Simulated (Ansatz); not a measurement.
# Band gap of some tetrahedrally bonded semiconductors and semimetals

Method: r²SCAN in Ansatz (plane waves, PAW). References are measured gaps from which a computed or estimated zero-point shift was taken out, by their sources or here, so that they lie as a rule above the printed measurements. The table is a random draw of 6 from 10 solids with such references.

Values in eV.

```csv
solid,reference,r²SCAN,error (eV)
wurtzite GaN,3.68,2.32,-1.36
3C-SiC,2.53,1.71,-0.82
zinc-blende InP,1.47,1.14,-0.33
wurtzite AlN,6.51,4.83,-1.68
diamond-structure Si,1.23,0.76,-0.47
zinc-blende GaP,2.43,1.84,-0.59
```

Over these 6 solids the mean error is -0.88 eV, the mean absolute error 0.88 eV (median 0.70 eV), and the worst case wurtzite AlN at -1.68 eV; the value is below the reference in 6 of 6 cases. Over all 10, from unrounded values, the mean error is -1.06 eV and the mean absolute error 1.06 eV (median 0.88 eV).

Differences are worked out from the printed values.

Density-functional gaps are differences of (generalised) Kohn–Sham levels of a static lattice; semilocal ones lie below quasiparticle gaps as a rule. Measured gaps hold zero-point and thermal shifts unless a correction is named.

Spin–orbit coupling is included only where a level's name says +SOC; with heavier elements it mostly lowers gaps and can invert bands. Cells: r²SCAN at the measured cell. Ansatz's density-functional and Hartree–Fock values are scalar-relativistic unless marked +SOC, with PAW data made under PBE.

Not in this set, of the tetrahedrally bonded semiconductors and semimetals with a reference value in our tables and a result at some level: 15 for a reference of another kind, counted apart; 7 for spin–orbit coupling left out; 2 for no value at r²SCAN (not run, a failed fit, an unstable or unbound cell, or a value held back for tests); 1 for sources at odds; 1 for another kind of cell or another program; 1 for a measured value of zero; 1 for a high-temperature or high-pressure phase. These can be a level's best or worst cases. At least 6 more with a reference value are held back for tests. Solids without a released value at any level aren't counted. Without +SOC, gaps count where the solid holds none of Ge, As, Se, Br, Sn, Sb, Te, I or the elements past barium, or holds Ge, As, Se or Br with a gap over 4 eV. Layered and molecular crystals are counted apart. The metals Ce to Yb are counted apart.

References as tabulated in, or derived from, Chen et al. (2018), doi:10.1103/physrevmaterials.2.073803; Feneberg et al. (2010), doi:10.1103/physrevb.82.075208.

Ansatz is a first-principles code.
